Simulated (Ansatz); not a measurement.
# BCl+ (quartet): the correlation ladder, def2-TZVPP

One table from this session's results is given with a row withheld; the runs are named, their logs left out.

The runs use Ansatz 0.2.0, Gaussian basis; def2-TZVPP, core rule «outside noble gas», up to 6 orbitals frozen.

The runs, in order: UHF; ROHF; CCSD(T) on UHF.

2 further runs of the same task are left out: 2 set aside as unsound or not needed.

### The geometry

The geometry is a PBE0/def2-TZVP stationary point (not a proven minimum) of the parent state, kept for this charge and spin.

2 atoms, charge 1, spin multiplicity 4.

Atoms are counted from 1 here; the program's logs count them from 0.

Bond lengths: B1–Cl2 1.697 Å.

As a file:

| atom | x (Å) | y (Å) | z (Å) |
| --- | --- | --- | --- |
| B1 | 0.0000 | 0.0000 | 0.0000 |
| Cl2 | 0.0000 | 0.0000 | 1.6966 |

The first run:

The input, in.yaml:

```yaml
crystal:
  periodic: [false, false, false]
  atoms:
    - {symbol: B, position_ang: [0.000000, 0.000000, 0.000000]}
    - {symbol: Cl, position_ang: [0.000000, 0.000000, 1.696600]}
basis:
  gaussian: {orbitals: def2-TZVPP}
total_charge: 1
magnetization: {spin_polarized: true, initial_magnetization: 3}
hamiltonian: {xc: hf}
output: {orbitals: {seedname: orbitals}}
```

On the command line:

```sh
$ ansatz run in.yaml --threads 1 --pin off --events-out ev --progress --plain --max-ram 4096MiB --backend cpu
```

Among the steps run: UHF; ROHF; CCSD(T) on UHF.

One table of the session follows, with a row left open; its other results are not shown here.

```
  method  from UCCSD(T) (meV)
    ROHF              +6137.8
     UHF              +5941.2
    UMP2                    ?
   UCCSD               +222.8
UCCSD(T)                    0
```

**Question.** Estimate the row for UMP2.

**Answer.** from UCCSD(T) (meV): +1007.1. In the column «from UCCSD(T) (meV)» it lies between UCCSD (+222.8) and UHF (+5941.2).
